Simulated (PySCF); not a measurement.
C2H6O, SMILES CCO (connectivity only; charge and spin as stated), charge +1, multiplicity 2. Atoms are numbered in the order given.

```xyz
9

C     -0.2067     1.2217     0.0000
C      0.4744    -0.0914     0.0000
O     -0.2268    -1.2367     0.0000
H      0.5328     2.0227     0.0000
H     -0.8399     1.3372    -0.8874
H     -0.8399     1.3372     0.8874
H      1.2765    -0.2420     0.7949
H      1.2765    -0.2420    -0.7949
H     -1.1975    -1.1009     0.0000
```
Charge +1, spin multiplicity 2.

Geometry optimised at PBE0-D3(BJ)/def2-TZVP. The multiplicity is an assumed one; other spin states were not compared. Other conformers were not sampled.

Calculation: PBE/pcH-1 (PySCF).

Unrestricted Kohn–Sham, ⟨S²⟩ = 0.752. Hyperfine tensors hold the contact and dipolar terms, without spin-orbit corrections.

Computed hyperfine couplings:
```json
[
 {"nucleus": "13C no. 1", "A(iso) (MHz)": "-10.9", "A(iso) (G)": "-3.9", "dipolar principal values (MHz)": "-5.0, -2.5, 7.5"},
 {"nucleus": "13C no. 2", "A(iso) (MHz)": "-37.0", "A(iso) (G)": "-13.2", "dipolar principal values (MHz)": "-23.8, -17.9, 41.7"},
 {"nucleus": "17O no. 3", "A(iso) (MHz)": "-23.1", "A(iso) (G)": "-8.2", "dipolar principal values (MHz)": "-156.4, 77.1, 79.3"},
 {"nucleus": "1H no. 4", "A(iso) (MHz)": "-3.6", "A(iso) (G)": "-1.3", "dipolar principal values (MHz)": "-2.9, -2.1, 5.0"},
 {"nucleus": "1H no. 5", "A(iso) (MHz)": "85.6", "A(iso) (G)": "30.6", "dipolar principal values (MHz)": "-5.3, -2.2, 7.5"},
 {"nucleus": "1H no. 6", "A(iso) (MHz)": "85.6", "A(iso) (G)": "30.6", "dipolar principal values (MHz)": "-5.3, -2.2, 7.5"},
 {"nucleus": "1H no. 7", "A(iso) (MHz)": "436.7", "A(iso) (G)": "155.8", "dipolar principal values (MHz)": "-15.9, -11.8, 27.7"},
 {"nucleus": "1H no. 8", "A(iso) (MHz)": "436.7", "A(iso) (G)": "155.8", "dipolar principal values (MHz)": "-15.9, -11.8, 27.7"},
 {"nucleus": "1H no. 9", "A(iso) (MHz)": "-33.7", "A(iso) (G)": "-12.0", "dipolar principal values (MHz)": "-34.4, -12.5, 46.9"}
]
```

Task: And the g tensor (effective nuclear charges for spin-orbit coupling, GIAO)? (Estimate from the structure and the level; the computed values follow.)

Result: principal values 2.0021, 2.0058, 2.0103; isotropic 2.0061.
